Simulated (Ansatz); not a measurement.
# C3H7O: the cost of one run

Computed with Ansatz 0.2.0 (the levels named in each step, unless a step's input says otherwise).

**1. The system as given**

Bond lengths: C1–C2 1.519 Å, C2–C3 1.548 Å, C3–O4 1.309 Å, C1–H5 1.088 Å, C1–H6 1.088 Å, C1–H7 1.088 Å, C2–H8 1.092 Å, C2–H9 1.091 Å, C3–H10 1.120 Å, C3–H11 1.117 Å. Angles (14 of 18 angles, heavy atoms first): C1–C2–C3 111.9°, C2–C3–O4 115.8°, C1–C2–H8 110.6°, C1–C2–H9 110.7°, C3–C2–H8 107.8°, C3–C2–H9 107.8°, C2–C1–H5 111.0°, C2–C1–H6 111.0°, C2–C1–H7 110.0°, C2–C3–H10 107.9°, C2–C3–H11 108.0°, O4–C3–H10 110.3°, O4–C3–H11 110.7°, H8–C2–H9 107.8°.

Coordinates:

```xyz
11

C    -1.8533   -0.0128   -0.4768
C    -0.6313   -0.2827    0.3848
C     0.6681    0.2358   -0.2778
O     1.7706    0.0378    0.4001
H    -1.9830    1.0544   -0.6451
H    -1.7671   -0.5077   -1.4421
H    -2.7466   -0.3883    0.0169
H    -0.5124   -1.3541    0.5597
H    -0.7280    0.2055    1.3554
H     0.7468   -0.2298   -1.2930
H     0.5323    1.3220   -0.5012
```

**2. A rough first relaxation, PBE-D4/def2-SVPD**

The input, input.yaml:

```yaml
crystal:
  periodic: [false, false, false]
  atoms:
    - { symbol: C, position_ang: [-1.8533, -0.01278, -0.47679] }
    - { symbol: C, position_ang: [-0.6313, -0.28269, 0.38483] }
    - { symbol: C, position_ang: [0.66808, 0.23581, -0.27777] }
    - { symbol: O, position_ang: [1.77058, 0.03782, 0.40008] }
    - { symbol: H, position_ang: [-1.98299, 1.05437, -0.64508] }
    - { symbol: H, position_ang: [-1.76714, -0.50766, -1.44208] }
    - { symbol: H, position_ang: [-2.74659, -0.38829, 0.01694] }
    - { symbol: H, position_ang: [-0.51245, -1.35408, 0.55969] }
    - { symbol: H, position_ang: [-0.72796, 0.20552, 1.35544] }
    - { symbol: H, position_ang: [0.74679, -0.22979, -1.29298] }
    - { symbol: H, position_ang: [0.53235, 1.322, -0.50121] }
total_charge: -1
basis:
  gaussian: { orbitals: def2-SVPD }
hamiltonian:
  xc: pbe
  dispersion: d4
relax:
  f_tol: 0.03
  max_steps: 200
```

On the command line:

```
ansatz run input.yaml --threads 8 --pin off --max-ram 22528MiB --backend cpu --events-out ev --progress --plain --runs-dir out
```

**Question.** How long does this run take on 8 threads of Intel Xeon at 2.50GHz (Skylake/Cascade Lake), shared host, and how much memory does it need?

About 8.2 s, with a peak of 0.18 GiB.
